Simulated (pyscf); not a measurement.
Optimised with ωB97X-D3(BJ)/def2-SVP in PySCF.

Question: What is the homolytic dissociation enthalpy (298 K, ωB97M-D3(BJ)/def2-TZVP) of the F–Mo bond of `[O]=[Mo](=[O])([F])[F]`, to [O=Mo(=O)–F]• + F•?

Answer: F–Mo to [O=Mo(=O)–F]• + F•: 530.9 kJ/mol. The 7 functionals that were run give +514.4 (M06-2X) to +577.6 kJ/mol (PBE). The radicals are drawn with the spin at the cut bond; how far it spreads was not checked. Other isomers of [O=Mo(=O)–F]• were not searched in full and may lie lower. Left out: the spin-orbit lowering of F. Open-shell species with a d-block atom are single-reference here; other states, and whether the spin sits on metal or ligand, were not checked. Elements past Kr carry the def2 core potentials, without spin-orbit coupling.
